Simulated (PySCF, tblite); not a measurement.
2 × water and carbon dioxide

A gas-phase complex of 2 × water and carbon dioxide; neutral, singlet. The structure comes from a short search (6 tight-binding starts) and was relaxed by PBE0-D3(BJ)/def2-SVPD; another way of binding may lie lower. Frequencies by PBE0-D3(BJ)/def2-SVPD show no clear imaginary mode.

```csv
part,name,SMILES,atoms,charge,multiplicity
1,water,O,1–3,0,1
2,water,O,4–6,0,1
3,carbon dioxide,O=C=O,7–9,0,1
```

```xyz
9

O     1.424   -1.386    0.490
H     0.455   -1.444    0.529
H     1.658   -0.486    0.721
O    -1.223   -2.227    0.187
H    -1.631   -2.718    0.905
H    -0.806   -2.892   -0.375
O     0.942   -3.717   -1.226
C     2.051   -3.368   -1.296
O     3.162   -3.071   -1.406
```
Atoms count from 1 in this order.

| contact | kind (by geometry) | distance (Å) | angle (°) |
| --- | --- | --- | --- |
| H2···O4 | hydrogen bond | 1.883 | 155 |
| H6···O7 | hydrogen bond | 2.112 | 149 |

Interaction energies are complex less parts, with the parts frozen as they stand in it; counterpoise-corrected, in kcal/mol (PySCF).

Q: Give the interaction energy at each level run.

A: 
| level | interaction | superposition error removed |
| --- | --- | --- |
| wB97M-D3(BJ)/def2-TZVPD | -10.27 | -0.18 |
| PBE0-D3(BJ)/def2-TZVPD | -10.46 | -0.18 |

Q: What holds them together? Decompose the wB97M-D3(BJ)/def2-TZVPD energy: frozen parts, their antisymmetrised product, then relaxation.

A: electrostatic -17.6, Pauli repulsion +16.0, orbital relaxation -6.7, dispersion correction -2.1 kcal/mol, which sum to the value before the counterpoise correction; the Pauli term holds the exchange-correlation of the frozen density too. Of the attraction, 67 % is electrostatic, 25 % is orbital relaxation, 8 % is dispersion correction.

The parts were also relaxed and run alone, at the levels used for the complex: vibrations by PBE0-D3(BJ)/def2-SVPD; shieldings by PBE0/pcSseg-2.

Values alone: O1–H2 bond (Å): 0.961; stretch carried by H2 (cm⁻¹, harmonic): 3880, 3991; its infrared intensity (km/mol): 8, 79; shielding of H2 (ppm): 30.85; shielding of O4 (ppm): 328.9; shielding of H6 (ppm): 30.85; shielding of O7 (ppm): 212.6.

Q: What does binding change?

A: 
| property | alone | in the complex | change |
| --- | --- | --- | --- |
| O1–H2 bond (Å) | 0.961 | 0.972 | +0.011 |
| stretch carried by H2 (cm⁻¹, harmonic) | 3880, 3991 | 3687 | -249 from the mean |
| its infrared intensity (km/mol) | 8, 79 | 367 |  |
| shielding of H2 (ppm) | 30.85 | 26.70 | -4.15 |
| shielding of O4 (ppm) | 328.9 | 315.2 | -13.6 |
| shielding of H6 (ppm) | 30.85 | 29.09 | -1.77 |
| shielding of O7 (ppm) | 212.6 | 213.7 | +1.1 |

Q: What are the binding energy from relaxed parts (wB97M-D3(BJ)/def2-TZVPD), and ΔH and ΔG of association at 298.15 K and 1 atm?

A: -9.91 kcal/mol, -6.56 with zero-point energy; ΔH -7.2 and ΔG +7.7 kcal/mol, from harmonic vibrations by PBE0-D3(BJ)/def2-SVPD with low modes damped.
